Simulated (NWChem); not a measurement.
**One shape, several levels: BOF (SMILES O=BF)**

We compute a comparison of 6 runs (HF/STO-3G, HF/3-21G, B3LYP/6-31G*, CAM-B3LYP/cc-pVTZ, wB97X/cc-pVTZ) of BOF. 

The results are computed with NWChem 7.3.0.

1 further run of the same task is left out (set aside as unsound or not needed).

## (1) The system as given

The species is BOF (3 atoms), meant as a singlet with charge 0. SMILES: `O=BF`. The shape is that of a PBE0-D4/def2-TZVP optimisation.

Bond lengths: O1–B2 1.206 Å, B2–F3 1.282 Å. Angles: O1–B2–F3 180.0°.

## (2) Energy and forces at HF/STO-3G (run 1)

File work.nw:

```
start work
memory stack 880 mb heap 220 mb global 1100 mb
charge 0

geometry noautosym nocenter noautoz
   O        0.983100      -0.565100       0.479900
   B        0.020300      -0.011600       0.009900
   F       -1.003400       0.576800      -0.489800
end

basis spherical bse
   O library STO-3G
   B library STO-3G
   F library STO-3G
end

scf
   thresh 1e-08
   maxiter 80
end

task scf gradient
```

On the command line:

```bash
$ nwchem work.nw > work.out
```

The log of the run:

```text
[...]
  functions       =    15
[...]
  wavefunction    = RHF
[...]
         Total SCF energy =   -196.327840272376
      One-electron energy =   -376.109496790644
      Two-electron energy =    128.342702662707
 Nuclear repulsion energy =     51.438953855561
        Time for solution =      0.2s
[...]
                         RHF ENERGY GRADIENTS
    atom               coordinates                        gradient
                 x          y          z           x          y          z
   1 O       1.857790  -1.067884   0.906880    0.030321  -0.017435   0.014803
   2 B       0.038361  -0.021921   0.018708   -0.041555   0.023895  -0.020287
   3 F      -1.896151   1.089994  -0.925588    0.011233  -0.006460   0.005484
[...]
```

Run time: 0.85 s. Hardware: 1 thread of Intel Xeon Platinum 8488C (Sapphire Rapids), shared host; peak memory 0.1 GiB.

## (3) Energy and forces at HF/3-21G (run 2)

File nw.xyz:

```xyz
3
BFO gradient
O      0.983100    -0.565100     0.479900
B      0.020300    -0.011600     0.009900
F     -1.003400     0.576800    -0.489800
```

File nw.nw:

```
start nw
title "BFO gradient"
memory 2200 mb

geometry units angstroms noautosym nocenter noautoz
  load nw.xyz
end

basis spherical bse
  * library 3-21G
end

scf
  thresh 1e-08
  maxiter 80
end

task scf gradient
```

On the command line:

```bash
$ nwchem nw.nw > nw.out
```

The log of the run:

```text
[...]
  functions       =    27
[...]
  wavefunction    = RHF
[...]
         Total SCF energy =   -197.982423484474
      One-electron energy =   -376.037402856076
      Two-electron energy =    126.616025516041
 Nuclear repulsion energy =     51.438953855561
        Time for solution =      0.2s
[...]
                         RHF ENERGY GRADIENTS
    atom               coordinates                        gradient
                 x          y          z           x          y          z
   1 O       1.857790  -1.067884   0.906880   -0.002534   0.001453  -0.001236
   2 B       0.038361  -0.021921   0.018708   -0.017386   0.010001  -0.008489
   3 F      -1.896151   1.089994  -0.925588    0.019920  -0.011453   0.009725
[...]
```

Wall time 0.82 s (1 thread of Intel Xeon Platinum 8488C (Sapphire Rapids), shared host); peak memory 0.1 GiB.

## (4) Energy and gradient at B3LYP/6-31G(d) (spherical functions) (run 3)

File run.py:

```python
from ase import Atoms
from ase.calculators.nwchem import NWChem

mol = Atoms(['O', 'B', 'F'], positions=[
    [0.983100, -0.565100, 0.479900],
    [0.020300, -0.011600, 0.009900],
    [-1.003400, 0.576800, -0.489800],
])

calc = NWChem(
    label='struct',
    theory='dft',
    memory='2200 mb',
    basis='6-31G*',
    basispar='spherical bse',
    dft={'xc': 'b3lyp', 'mult': '1', 'grid': 'xfine', 'convergence': 'energy 1e-08', 'iterations': '100', 'mulliken': None, 'print': 'low'},
)
mol.calc = calc

forces = mol.get_forces()
e = mol.get_potential_energy()
print(f"E = {e:.6f} eV")
print("forces (eV/A):")
for s, f in zip(mol.symbols, forces):
    print(f"{s:2s} {f[0]:10.5f} {f[1]:10.5f} {f[2]:10.5f}")
```

On the command line:

```bash
$ export ASE_NWCHEM_COMMAND="nwchem PREFIX.nwi > PREFIX.nwo"
$ python run.py
```

The log of the run:

```text
E = -5442.183012 eV
forces (eV/A):
O     0.38294   -0.21993    0.18687
B    -0.06623    0.03774   -0.03224
F    -0.31666    0.18219   -0.15463
```

The calculator wrote struct.nwi:

```
title "struct"

permanent_dir struct

scratch_dir struct

start struct

geometry units angstrom nocenter noautosym noautoz
  O  9.8309999999999997e-01 -5.6510000000000005e-01 4.7989999999999999e-01
  B  2.0299999999999999e-02 -1.1599999999999999e-02 9.9000000000000008e-03
  F  -1.0034000000000001e+00 5.7679999999999998e-01 -4.8980000000000001e-01
end

memory 2200 mb

basis spherical bse noprint
   * library 6-31G*
end

dft
  xc b3lyp
  mult 1
  grid xfine
  convergence energy 1e-08
  iterations 100
  mulliken
  print low
end

task dft gradient
```

struct.nwo:

```text
Northwest Computational Chemistry Package (NWChem) 7.3.0
             --------------------------------------------------------

           Job information
           ---------------

    nwchem branch   = 7.3.0
    use scalapack   = T
    input           = struct.nwi
    prefix          = struct.
    data base       = struct/struct.db
    status          = startup
    nproc           =        1

           Memory information
           ------------------

    heap     =     72089596 doubles =      550.0 Mbytes
    stack    =     72089601 doubles =      550.0 Mbytes
    global   =    144179200 doubles =     1100.0 Mbytes (distinct from heap & stack)
    total    =    288358397 doubles =     2200.0 Mbytes
    verify   = yes
    hardfail = no

[... 35 lines left out ...]
            Nuclear Dipole moment (a.u.)
[... 57 lines left out ...]
   convergence    iter        energy       DeltaE   RMS-Dens  Diis-err    time
[... 13 lines left out ...]
         Total DFT energy =     -199.996538482740
      One electron energy =     -377.787599144276
           Coulomb energy =      149.530242848745
    Exchange-Corr. energy =      -23.178136042770
 Nuclear repulsion energy =       51.438953855561
[... 15 lines left out ...]
     -------------------------------------------
      Total Density - Lowdin Population Analysis
     -------------------------------------------

    Atom       Charge   Shell Charges
 -----------   ------   -------------------------------------------------------
    1 O    8     8.09   1.99  0.83  2.69  0.68  1.86  0.04
    2 B    5     5.00   1.96  0.41  1.25  0.25  0.73  0.38
    3 F    9     8.92   1.99  0.89  3.17  0.76  2.07  0.03

                         DFT ENERGY GRADIENTS

    atom               coordinates                        gradient
                 x          y          z           x          y          z
   1 O       1.857790  -1.067884   0.906880   -0.007447   0.004277  -0.003634
   2 B       0.038361  -0.021921   0.018708    0.001288  -0.000734   0.000627
   3 F      -1.896151   1.089994  -0.925588    0.006158  -0.003543   0.003007

 Task  times  cpu:        5.0s     wall:        5.0s
 Total times  cpu:        5.1s     wall:        5.1s
```

Run time: 6.3 s. Hardware: 1 thread of Intel Xeon Platinum 8488C (Sapphire Rapids), shared host; peak memory 0.12 GiB.

Runs 4 to 5 aren't shown in full; the table further down has their settings and results.

## (5) Energy and forces at wB97X/cc-pVTZ (run 6)

File a.nw:

```
start a
title "BFO"
memory 2200 mb
geometry noautosym nocenter noautoz
 O      0.983100    -0.565100     0.479900
 B      0.020300    -0.011600     0.009900
 F     -1.003400     0.576800    -0.489800
end
basis spherical bse
 * library cc-pVTZ
end
dft
 xc wb97x
 grid fine
 convergence energy 1e-08
 maxiter 100
 mulliken
end
task dft gradient
```

On the command line:

```bash
$ nwchem a.nw > a.out
```

The log of the run:

```text
[...]
          Wavefunction type:  closed shell.
          No. of atoms     :     3
          No. of electrons :    22
[...]
          Charge           :     0
          Spin multiplicity:     1
[...]
          AO basis - number of functions:    90
[...]
              XC Information
              --------------
                       wb97x  Method XC Functional
                     Hartree-Fock (Exact) Exchange  1.000
                         wb97x Exchange Functional  1.000
                      wb97x Correlation Functional  1.000
[...]
 d= 0,ls=0.0,diis     1   -199.9071916048 -2.51D+02  8.16D-03  1.05D+00     3.6
[...]
 d= 0,ls=0.0,diis    10   -200.0297863110 -5.27D-09  1.62D-07  6.04D-10    34.4
         Total DFT energy =     -200.029786310979
      One electron energy =     -377.725993153852
           Coulomb energy =      149.363437452068
    Exchange-Corr. energy =      -23.106184464756
 Nuclear repulsion energy =       51.438953855561
[...]
      Total Density - Mulliken Population Analysis
     ---------------------------------------------
    Atom       Charge   Shell Charges
 -----------   ------   -------------------------------------------------------
    1 O    8     8.19   1.95  0.25  1.00  0.50  1.28  2.03  1.16  0.00  0.02  0.00
    2 B    5     4.67   1.97  0.17  0.55  0.05  0.71  0.71  0.18  0.12  0.16  0.05
    3 F    9     9.14   1.94  0.28  1.05  0.60  1.58  2.40  1.27  0.00  0.01  0.00
[...]
  wavefunction    = closed shell
[...]
                         DFT ENERGY GRADIENTS
    atom               coordinates                        gradient
                 x          y          z           x          y          z
   1 O       1.857790  -1.067884   0.906880   -0.001369   0.000783  -0.000667
   2 B       0.038361  -0.021921   0.018708   -0.002087   0.001208  -0.001021
   3 F      -1.896151   1.089994  -0.925588    0.003456  -0.001991   0.001688
[...]
```

It took 61 s on 1 thread of Intel Xeon Platinum 8488C (Sapphire Rapids), shared host; peak memory 0.11 GiB.

## (6) All runs side by side

```
run                               level  iteration cap  module  energy (Eh)  dipole moment (D)  HOMO energy (eV)  LUMO energy (eV)  wall time
  1                           HF/STO-3G             80     scf  -196.327840               1.52            -10.65             10.60     0.85 s
  2                            HF/3-21G             80     scf  -197.982423               1.99            -13.96              4.76     0.82 s
  3  B3LYP/6-31G* (spherical functions)            100     dft  -199.996538                  –                 –                 –      6.3 s
  4  B3LYP/6-31G* (Cartesian functions)            100     dft  -199.999531               2.05             -9.57              0.62      5.7 s
  5                   CAM-B3LYP/cc-pVTZ            100     dft  -200.022573               2.14            -11.74              0.78       59 s
  6                       wB97X/cc-pVTZ            100     dft  -200.029786               2.17            -12.74              2.12       61 s
```

## (7) Outcome

| quantity | value |
| --- | --- |
| run 6: total energy | -200.02979 Eh |
| run 6: dipole moment | 2.17 D |
| run 6: HOMO energy | -12.74 eV |
| run 6: LUMO energy | 2.12 eV |
| run 6: HOMO–LUMO gap | 14.86 eV |
| run 6: largest force on an atom | 0.223 eV/Å |

In words: Over runs 1, 2, 4, 5, 6 the dipole moment (its size) runs from 1.52 D (HF/STO-3G) to 2.17 D (wB97X/cc-pVTZ). The two ends differ in method and basis. Over runs 1, 2, 4, 5, 6 the HOMO–LUMO gap runs from 10.19 eV (B3LYP/6-31G*) to 21.25 eV (HF/STO-3G). Totals of different functionals can't be ranked against each other. In run 1 the basis is minimal, so the values are rough. All runs together took 2.2 min, the longest 61 s.
